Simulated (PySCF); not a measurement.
# H: ionisation energy

H 1s1 (2S) → H⁺ (bare nucleus), as a difference of total energies. All numbers are calculated (PySCF 2.14, the spin-free X2C one-electron Hamiltonian (Gaussian nucleus), in aug-cc-pVTZ-DK (4s3p2d, 23 functions)). The calculations carry no spin-orbit coupling.

| method | ionisation energy (eV) |
| --- | --- |
| UHF | 13.601 |
| LDA | 13.021 |
| PBE | 13.601 |
| PBE0 | 13.637 |
| r2SCAN | 13.606 |
| PW91 | 13.643 |
| BP86 | 13.610 |
| wB97X-V | 13.623 |
| BHandHLYP | 13.568 |

For comparison: 13.598 eV (theoretical estimate listed by NIST; NIST Atomic Spectra Database, ionization energies).
